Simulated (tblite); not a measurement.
# F2H5O: the cost of one run

Computed with tblite 0.8.0 and PySCF 2.14.0; each step states its level. No surroundings beyond the atoms listed, unless a continuum is named. Atoms count from 0, parts from 1.

## 1. The system as given

8 atoms, charge 1, multiplicity 1; geometry: rigid parts in contact. Parts: 1 = atoms 0–3, `[OH3+]`, charge 1; 2 = atoms 4–5, `F`, charge 0; 3 = atoms 6–7, `F`, charge 0.

## 2. Docking the parts with GFN2-xTB

The job: settings as JSON, then the geometry in Å.

```
{"job": {"kind": "dock", "xc": "GFN2-xTB", "basis": "xTB"}, "charge": 1, "multiplicity": 1, "parts": [{"atoms": "0-3", "charge": 1, "multiplicity": 1}, {"atoms": "4-5", "charge": 0, "multiplicity": 1}, {"atoms": "6-7", "charge": 0, "multiplicity": 1}]}
O     -0.004100    -0.075274     0.275649
H     -0.468295    -0.946012     0.107955
H     -0.284382     0.615145    -0.382813
H      0.956855    -0.222439     0.161291
F      0.344295     1.554229    -1.691382
H      0.533612     2.171318    -2.370498
F     -0.742235    -2.530923    -0.054907
H     -0.951904    -3.441472     0.044370
```

Level: GFN2-xTB search for minima from random contacts, gas phase.

Command:

```console
$ OMP_NUM_THREADS=1 python cluster_run.py task.json out
```

This one command runs all jobs of the session in turn.

Q: Estimate the wall time of this first job on 1 thread of Arm Neoverse N1, shared host.

About 2.4 s.
